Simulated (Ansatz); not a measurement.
Results of rVV10 (PAW; Ansatz, a first-principles code) for rock-salt MgS.

Settings: plane-wave cutoff 520 eV, 12×12×12 k mesh, Fermi–Dirac smearing 0.01 eV, scalar-relativistic PAW data made under PBE.

Cell (relaxed at this level):

```yaml
crystal:
  lattice:
    - [0.00000, 2.61970, 2.61970]
    - [2.61970, 0.00000, 2.61970]
    - [2.61970, 2.61970, 0.00000]
  atoms:
    - { symbol: Mg, position: [0.00000, 0.00000, 0.00000] }
    - { symbol: S, position: [0.50000, 0.50000, 0.50000] }
```

### Question
What does this level give for the width of the whole s-p valence band, smallest direct gap on the k points sampled, band gap and bulk modulus B0?

### Answer

width of the whole s-p valence band: 12.55 eV
smallest direct gap on the k points sampled: 3.54 eV
band gap: 2.70 eV (indirect)
bulk modulus B0: 74.1 GPa

Measured, for comparison: bulk modulus 81 GPa (corrected for zero-point motion; as tabulated in Goldzak et al. (2022), arXiv:2208.04865). Computed (rounded) less measured: bulk modulus -9 %.

The result took around 50 core-seconds (rough).
